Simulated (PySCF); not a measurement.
Species: C₃H₄FNO.
Atom-mapped SMILES: `[NH2:1][C:2](=[O:3])/[CH:4]=[CH:5]/[F:6]` (hydrogens: H7, H8 on N1; H9 on C4; H10 on C5)

Level of theory: MP2 and CCSD/aug-cc-pVDZ in PySCF, restricted Hartree–Fock reference, 6 core orbitals frozen, non-relativistic, gas phase, PBE0-D3(BJ)/def2-SVP geometry.

E(HF) = -344.72452 Eh.

(1) How large is the problem?

(2) What are the MP2 and CCSD correlation energies?

(3) What is the T1 diagnostic?

(4) How does correlation change the dipole moment?

## Answers

(1) 174 basis functions and 46 electrons; 6 orbitals frozen, which leaves o = 17 correlated occupied and v = 151 virtual orbitals. That is o·v = 2567 singles and o·v(o·v + 1)/2 = 3296028 distinct closed-shell doubles amplitudes before symmetry; the costliest CCSD step grows as o²v⁴ = 1.5 × 10^11.

(2) MP2 -0.9706 Eh and CCSD -0.9996 Eh, which gives totals of -345.69514 and -345.72411 Eh. That is 0.800 eV for each correlated electron at CCSD (2624 kJ/mol in all, 0.289 % of the total energy); MP2 gives 97.1 % of the CCSD value.

(3) 0.0159, below the customary warning level of 0.02. It is the norm of the spatial-orbital singles amplitudes over the root of the number of correlated electrons, so the norm is 0.093.

(4) HF gives 3.43 D and CCSD (unrelaxed density) 3.26 D, a change of -0.17 D.

No triples correction and no basis-set extrapolation were made.

The job also held the EOM ionisation roots. Hardware: one thread, Arm Neoverse V1 (aarch64), no GPU, shared host with 32 logical CPUs at a one-minute load of 12. Cost: 12 min wall, 3.1 GiB resident at most.

Conformer computed: `[NH2:1][C:2](=[O:3])/[CH:4]=[CH:5]/[F:6]`: N1–C2–C4–C5 179°, H–N1–C2–O3 0°, H–N1–C2–O3 180°.

One conformer stands for the species.
